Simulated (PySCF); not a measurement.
PySCF input (CCSD(T)/cc-pVDZ):

```python
from pyscf import gto, scf, mp, cc as ccmod

mol = gto.M(
    atom='''
    O     0.02204159    1.10436371   -0.00118827
    H    -0.92327012    1.31460394    0.01604549
    Cl    0.04393750   -0.59703021   -0.00038467
    ''',
    basis='cc-pvdz',
    charge=0,
    spin=0,
    verbose=4,
)

mf = scf.RHF(mol)
mf.conv_tol = 1e-10
mf.max_cycle = 100
mf.kernel()
mp2 = mp.MP2(mf, frozen=6).run()
cc = ccmod.CCSD(mf, frozen=6)
cc.max_cycle = 100
cc.kernel()
et = cc.ccsd_t()
print(f'E(CCSD(T)) = {cc.e_tot + et:.9f}')
```

Output:

```
PySCF version 2.14.0

[INPUT] verbose = 4
[INPUT] num. atoms = 3
[INPUT] num. electrons = 26
[INPUT] charge = 0
[INPUT] spin (= nelec alpha-beta = 2S) = 0
[INPUT] symmetry False subgroup None
[INPUT] Mole.unit = angstrom
[INPUT] Symbol           X                Y                Z      unit          X                Y                Z       unit  Magmom
[INPUT]  1 O      0.022041590000   1.104363710000  -0.001188270000 AA    0.041652568450   2.086944953809  -0.002245504862 Bohr   0.0
[INPUT]  2 H     -0.923270120000   1.314603940000   0.016045490000 AA   -1.744727665794   2.484241408874   0.030321581634 Bohr   0.0
[INPUT]  3 Cl     0.043937500000  -0.597030210000  -0.000384670000 AA    0.083029841598  -1.128223584992  -0.000726920948 Bohr   0.0

nuclear repulsion = 50.8657450575968
number of shells = 13
number of NR pGTOs = 74
number of NR cGTOs = 37
basis = cc-pvdz
ecp = {}

******** <class 'pyscf.scf.hf.RHF'> ********
method = RHF
initial guess = minao
damping factor = 0
level_shift factor = 0
DIIS = <class 'pyscf.scf.diis.CDIIS'>
diis_start_cycle = 1
diis_space = 8
diis_damp = 0
SCF conv_tol = 1e-10
SCF conv_tol_grad = None
SCF max_cycles = 100
direct_scf = True
direct_scf_tol = 1e-13
Set gradient conv threshold to 1e-05
Initial guess from minao.
init E= -534.870348927172
  HOMO = -0.347462817179988  LUMO = -0.0912827804187866  gap/eV = 6.97101
cycle= 1 E= -534.850752742336  delta_E= 0.0196  |g|= 0.311  |ddm|=  1.6
  HOMO = -0.444261513624279  LUMO = 0.0963250141139671  gap/eV = 14.71011
cycle= 2 E= -534.871045786312  delta_E= -0.0203  |g|= 0.0892  |ddm|= 0.263
  HOMO = -0.440542314624289  LUMO = 0.1033992384114  gap/eV = 14.80140
cycle= 3 E= -534.872578213765  delta_E= -0.00153  |g|= 0.0334  |ddm|= 0.0719
  HOMO = -0.440311514031311  LUMO = 0.107467069055967  gap/eV = 14.90581
cycle= 4 E= -534.872817445413  delta_E= -0.000239  |g|= 0.00927  |ddm|= 0.0236
  HOMO = -0.441452874708875  LUMO = 0.106564166480479  gap/eV = 14.91230
cycle= 5 E= -534.872845937962  delta_E= -2.85e-05  |g|= 0.00165  |ddm|= 0.00968
  HOMO = -0.441309657267362  LUMO = 0.106704801069372  gap/eV = 14.91223
cycle= 6 E= -534.872847520312  delta_E= -1.58e-06  |g|= 0.000567  |ddm|= 0.00233
  HOMO = -0.44143055227018  LUMO = 0.106596321562931  gap/eV = 14.91257
cycle= 7 E= -534.872847782256  delta_E= -2.62e-07  |g|= 0.000215  |ddm|= 0.00106
  HOMO = -0.441412169570901  LUMO = 0.106606541474991  gap/eV = 14.91235
cycle= 8 E= -534.872847832812  delta_E= -5.06e-08  |g|= 6.72e-05  |ddm|= 0.000568
  HOMO = -0.441418819458  LUMO = 0.106601318888729  gap/eV = 14.91239
cycle= 9 E= -534.872847837928  delta_E= -5.12e-09  |g|= 1.84e-05  |ddm|= 0.000198
  HOMO = -0.44141688402935  LUMO = 0.106602779545589  gap/eV = 14.91237
cycle= 10 E= -534.872847838426  delta_E= -4.98e-10  |g|= 5.91e-06  |ddm|= 6.47e-05
  HOMO = -0.441417023286218  LUMO = 0.106602561033437  gap/eV = 14.91237
cycle= 11 E= -534.872847838477  delta_E= -5.06e-11  |g|= 1.38e-06  |ddm|= 2.16e-05
  HOMO = -0.441417010918213  LUMO = 0.106602557721206  gap/eV = 14.91237
Extra cycle  E= -534.872847838478  delta_E= -1.59e-12  |g|= 7.11e-07  |ddm|= 2.28e-06
converged SCF energy = -534.872847838478

******** <class 'pyscf.mp.mp2.RMP2'> ********
nocc = 7, nmo = 31
frozen orbitals 6
E(RMP2) = -535.201953900686  E_corr = -0.329106062208285
E(SCS-RMP2) = -535.193935465755  E_corr = -0.321087627277072
E_corr(same-spin) = -0.0851995931225426
E_corr(oppo-spin) = -0.243906469085743

******** <class 'pyscf.cc.ccsd.CCSD'> ********
CC2 = 0
CCSD nocc = 7, nmo = 31
frozen orbitals 6
max_cycle = 100
direct = 0
conv_tol = 1e-07
conv_tol_normt = 1e-05
diis_space = 6
diis_start_cycle = 0
diis_start_energy_diff = 1e+09
Init t2, MP2 energy = -535.201953900956  E_corr(MP2) -0.329106062478215
Init E_corr(CCSD) = -0.329106062478533
cycle = 1  E_corr(CCSD) = -0.338212304525647  dE = -0.00910624205  norm(t1,t2) = 0.0388244
cycle = 2  E_corr(CCSD) = -0.345887219488694  dE = -0.00767491496  norm(t1,t2) = 0.0146315
cycle = 3  E_corr(CCSD) = -0.347320956744413  dE = -0.00143373726  norm(t1,t2) = 0.0056576
cycle = 4  E_corr(CCSD) = -0.348142537887479  dE = -0.000821581143  norm(t1,t2) = 0.00211454
cycle = 5  E_corr(CCSD) = -0.34808460798928  dE = 5.79298982e-05  norm(t1,t2) = 0.000695665
cycle = 6  E_corr(CCSD) = -0.348049066326558  dE = 3.55416627e-05  norm(t1,t2) = 0.000226365
cycle = 7  E_corr(CCSD) = -0.348057227671416  dE = -8.16134486e-06  norm(t1,t2) = 0.000107755
cycle = 8  E_corr(CCSD) = -0.348057306190137  dE = -7.85187214e-08  norm(t1,t2) = 3.3447e-05
cycle = 9  E_corr(CCSD) = -0.348056954257083  dE = 3.51933054e-07  norm(t1,t2) = 1.83161e-05
cycle = 10  E_corr(CCSD) = -0.348056858225806  dE = 9.60312769e-08  norm(t1,t2) = 6.69338e-06
CCSD converged
E(CCSD) = -535.220904696704  E_corr = -0.3480568582258064
CCSD(T) correction = -0.00784573164771164
E(CCSD(T)) = -535.228750428
```
